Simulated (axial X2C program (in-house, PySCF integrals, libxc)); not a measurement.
# Outer orbitals of AlH⁺ at 1.624 Å, r2SCAN

Computed with an in-house relativistic program for diatomic molecules. Spin-free means the one-electron spin-free X2C Hamiltonian; two-component (2c) means X2C with spin–orbit coupling and atomic mean-field two-electron Coulomb and Gaunt terms, so the difference of the two also holds small scalar two-electron terms. Basis: Al dyall-v3z [8s8p2d1f], H dyall-v3z [6s2p1d] (cores contracted in-house); Gaussian nuclei, density fitting, unrestricted open shells. Masses: Al 26.982 u, H 1.008 u.

The distance is close to the 2c PBE0 minimum; the highest filled and lowest empty levels are listed.

Spin-free orbitals, state M_S = 1/2, Λ = 0 (beyond evenly filled blocks: σα) (Löwdin shares):

| symmetry | occupied | ε (eV) | atomic character |
| --- | --- | --- | --- |
| σα | yes | -17.26 | 48% Al s, 45% H s, 2% H p |
| σβ | yes | -16.24 | 48% Al s, 42% H s, 6% Al p |
| σα | yes | -13.39 | 46% Al p, 32% Al s, 19% H s |
| σβ | no | -10.76 | 40% Al p, 34% Al s, 18% H s |
| π-α | no | -9.23 | 96% Al p, 3% H p |
| π+α | no | -9.23 | 96% Al p, 3% H p |
| π-β | no | -8.37 | 94% Al p, 5% H p |
| π+β | no | -8.37 | 94% Al p, 5% H p |

Spinors with spin–orbit coupling (state Ω = 1/2):

| ω | occupied | ε (eV) | atomic character | λ mixture |
| --- | --- | --- | --- | --- |
| 1/2 | yes | -17.26 | 48% Al s, 45% H s, 2% H p | 100% σ |
| -1/2 | yes | -16.24 | 48% Al s, 42% H s, 6% Al p | 100% σ |
| 1/2 | yes | -13.39 | 46% Al p, 32% Al s, 19% H s | 100% σ |
| -1/2 | no | -10.76 | 40% Al p, 34% Al s, 18% H s | 100% σ |
| -1/2 | no | -9.23 | 96% Al p, 3% H p | 100% π |
| 3/2 | no | -9.22 | 96% Al p, 3% H p | 100% π |
| 1/2 | no | -8.37 | 94% Al p, 5% H p | 100% π |

Mulliken charges and populations of the two-component result (they depend on the basis, above all on diffuse functions):

Al 0.97 e (s 5.48 p 6.52 d 0.03), H 0.03 e (s 0.95 p 0.02). ⟨Lz⟩ = 0.00 ħ and ⟨Sz⟩ = 0.50 ħ (0.32 and 0.18 on the two atoms), which add up to Ω.

The state is a single determinant with fixed occupations, the lowest that a limited PBE0 search found. Density functionals use the spin component along the axis (collinear).
